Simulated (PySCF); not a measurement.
Gas-phase reaction: 2 S₂ + 4 C₄H₁₀ (n-butane) = 4 CH₃SH + 3 C₄H₈ (isobutene)

Method: PySCF energies plus ideal-gas RRHO corrections (1 bar). S°(298 K) at PBE0/def2-TZVP differs from the NASA 1993 table for C₄H₁₀ (n-butane) (-9 J/mol/K); whether the harmonic model or the table's entry is off was not settled. † marks an energy on the PBE0/def2-TZVP geometry and frequencies; other levels use their own. MP2 freezes the core. 6-31G* has spherical d functions here. Open shells (unrestricted): S₂ (multiplicity 3); the rest are closed-shell singlets. B3LYP is the form with VWN-RPA correlation. MP2 isn't extrapolated to the basis-set limit; its ΔH°(298 K) is 186.7 kJ in def2-SVP and 124.5 kJ in def2-TZVPP. The harmonic model lacks anharmonicity and excited electronic states, which grow with temperature; levels with a mode under 35 cm⁻¹ are left out. Internal rotation in C₄H₁₀ (n-butane), CH₃SH, C₄H₈ (isobutene) is treated as a harmonic vibration of one conformer, which makes the entropy rough.

```
level               ΔE electronic, kJ  ΔH°(298 K), kJ  ΔS°(298 K), J/K  ΔG°(1200 K), kJ
------------------  -----------------  --------------  ---------------  ---------------
B3LYP/6-31G*                      219             166              225             -119
HF/6-31G*                         246             194              226              -92
HF/def2-TZVP†                     216             163              224             -121
M06-2X/def2-TZVP†                 172             120              224             -164
MP2/def2-SVP†                     239             187              224              -97
r2SCAN/def2-TZVP†                 215             162              224             -122
ωB97X-V/def2-TZVP†                179             126              224             -158
```
ΔH° is lowest at M06-2X/def2-TZVP† and highest at HF/6-31G*. No reference value is set beside these.
